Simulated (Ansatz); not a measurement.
Input for Ansatz (development build ahead of 0.2.0):

```yaml
crystal:
  periodic: [false, false, false]
  atoms:
    - { symbol: S, position_ang: [0.0, 0.0, -0.40103] }
    - { symbol: O, position_ang: [0.0, 1.35047, 0.40103] }
    - { symbol: O, position_ang: [0.0, -1.35047, 0.40103] }
basis:
  gaussian: { orbitals: cc-pVDZ }
hamiltonian:
  xc: hf
```

The input is written out in the form of the current development build from the run's settings.

The run gave:

```json
{
  "Converged": "yes",
  "Total energy": "-547.13349 hartree",
  "Spin squared of the determinant": "0.000"
}
```

Caution: in another basis set an unrestricted determinant lies well below.
